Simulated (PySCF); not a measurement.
Species: C4H2Cl2.
SMILES with atom numbers: `[Cl:1]/[CH:2]=[C:3]1[CH:4]=[C:5]/1[Cl:6]` (hydrogens: H7 on C2; H8 on C4)

Structure optimised with GFN2-xTB, isolated species.

(1) What internal coordinates does the optimisation give?

Answers

(1) 
```csv
bond,length (Å)
Cl1–C2,1.741
C2=C3,1.308
C3–C4,1.462
C4=C5,1.326
C5–Cl6,1.664
C3–C5,1.450
C2–H7,1.075
C4–H8,1.062
```

A selection of angles:
```csv
angle,degrees
Cl1–C2–C3,121.3
Cl1–C2–H7,114.1
C3–C2–H7,124.6
C2–C3–C4,153.0
C2–C3–C5,152.8
C4–C3–C5,54.2
C3–C4–C5,62.5
C3–C4–H8,147.2
C5–C4–H8,150.3
C4–C5–Cl6,149.4
C3–C5–C4,63.3
C3–C5–Cl6,147.2
```

Dihedral angles: Cl1–C2–C3–C4 180° (antiperiplanar); C2–C3–C4–C5 180° (antiperiplanar); C3–C4–C5–Cl6 180° (antiperiplanar); C2–C3–C5–C4 180° (antiperiplanar).

The 6 heavy atoms lie in one plane (0.001 Å rms). The 3-membered ring C3–C4–C5 has internal angles of 54.2° to 63.3°. The C–C distances run from 1.308 Å (C2=C3, drawn double) to 1.462 Å (C3–C4, drawn single), a spread of 0.154 Å. The 2 C–Cl bonds span 1.664 Å (C5–Cl6, drawn single) to 1.741 Å (Cl1–C2, drawn single), a spread of 0.077 Å.

Point group: Cs (tolerance 0.08 Å). Stationary, but not proved a minimum.

All values are computed, not measured.
